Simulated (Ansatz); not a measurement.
Input file:

```yaml
crystal:
  periodic: [false, false, false]
  atoms:
    - {symbol: Ge, position_ang: [0.000000, 0.010045, 1.178711]}
    - {symbol: Ge, position_ang: [0.000000, -0.037478, -1.225890]}
    - {symbol: H, position_ang: [0.000000, 1.678050, 2.520963]}
    - {symbol: H, position_ang: [0.000000, -1.258381, 2.066087]}
    - {symbol: H, position_ang: [0.000000, 1.557384, -1.186989]}
basis:
  gaussian: {orbitals: cc-pVDZ}
magnetization: {spin_polarized: false, initial_magnetization: 1}
hamiltonian: {pseudopotentials: {relativity: scalar}}
correlation: {active_space: {ras: {orbitals: [5, 1, 35], electrons: 11, max_holes: 2, max_particles: 2}, fixed_orbitals: true}}
```

```sh
$ ansatz run in.yaml --threads 1 --pin off --events-out ev --progress --plain --max-ram 2393MiB
```

Log:

```
786 factors; integrals over basis functions are off by at most 1.2e-3 eV
mean field evaluation 1: about -113920.7125 eV, gradient 9.5e0 eV
mean field evaluation 2: about -113920.7158 eV, gradient 9.5e0 eV
mean field evaluation 4: about -113921.3519 eV, gradient 1.2e0 eV
mean field evaluation 8: about -113921.3774 eV, gradient 1.3e-2 eV
mean field evaluation 16: about -113915.6211 eV, gradient 1.7e1 eV
mean field evaluation 32: about -113918.5096 eV, gradient 1.0e1 eV
mean field -113921.37736004 eV, -4186.5333992984 hartree, gradient 1.8e-6 eV, S^2 0.750000; 3 other end points of the search recorded, 0 dependent functions left out
reference -113921.37736004 eV, -4186.5333992984 hartree; 34, 33 occupied and 35, 36 virtual orbitals, 786 factors
state -113926.62025676 eV, -4186.7260721993 hartree
Total energy: -113926.62025676 eV, -4186.7260721993 hartree
Relativity: scalar
```

Natural occupations: 1.9738 1.9679 1.9558 1.9475 1.9298 0.9854 0.0631 0.0287 0.0262 0.0238 0.0172 0.0083 0.0076 0.0075 0.0065 0.0060 0.0058 0.0048 0.0044 0.0040 0.0034 0.0033 0.0031 0.0023.

Ran on 1 thread of AMD EPYC 9R14, shared host: 4.8 s wall, 0.28 GiB peak host memory.
